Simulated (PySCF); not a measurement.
Species: C4H2N2 (charge +1 and doublet state).
Structure used (GFN2-xTB), in Å, numbered top down from 1:
```
atom  x, y, z in Å
C1     2.1018    0.4048    0.0969
C2     0.9458    0.0527    0.1235
C3    -0.4083   -0.3244    0.1327
N4    -0.9574   -1.3000    0.6535
C5    -1.1557    0.6867   -0.6287
N6    -1.7363    1.4642   -1.2153
H7     3.1329    0.6502    0.1162
H8    -1.9138   -1.6248    0.6967
```

As a line formula: `[H]/N=C(/[C]=[CH+])C#N` [radical] (charge +1).

Computed with UKS B3LYP, pcH-1 on C H N, non-relativistic, mean-field spin-orbit, GIAO in PySCF 2.14.0. Isolated species at its GFN2-xTB geometry, gas phase. A GFN2-xTB geometry isn't a minimum of the functional, and hyperfine couplings can be far from their values at a DFT geometry, by a factor of two or more for some ions and for spin on atoms past the first row. The SCF solution wasn't tested for stability.

Where do the isotropic ENDOR lines of N4, N6, H8 and H7 fall at 1207.6 mT, to first order?

ν± = |νn ± a/2|, one line for each electron-spin manifold; νn = |g_N| × 7.62259 MHz/T × B.

```
nuclei  isotope     g_N  νn (MHz)  a_iso (MHz)  lower line (MHz)  upper line (MHz)
    N4      14N  0.4038      3.72       131.05             61.81             69.24
    N6      14N  0.4038      3.72        -1.31              3.06              4.37
    H8       1H  5.5857     51.42        54.25             24.29             78.54
    H7       1H  5.5857     51.42         6.06             48.39             54.45
```

Which pairs are centred on the nuclear Larmor frequency, and which on half the coupling?

Centred on νn, since |a| < 2νn: N6, H8 and H7. Centred on |a|/2 and split by 2νn: N4.

At what field would the lower line of H8 fall to zero frequency?

Where νn = |a|/2, that is B = 27.13 MHz/(5.5857 × 7.62259 MHz/T) = 637 mT, as far as first order holds there.

Time: 22 s of wall time (with the writing of density and orbital grids); peak memory 0.59 GiB. Hardware: Arm Neoverse V2, one thread, on a shared host.

The SMILES draws the unpaired electron on C2; the largest computed Mulliken spin population is on N4 (0.95 against 0.07).
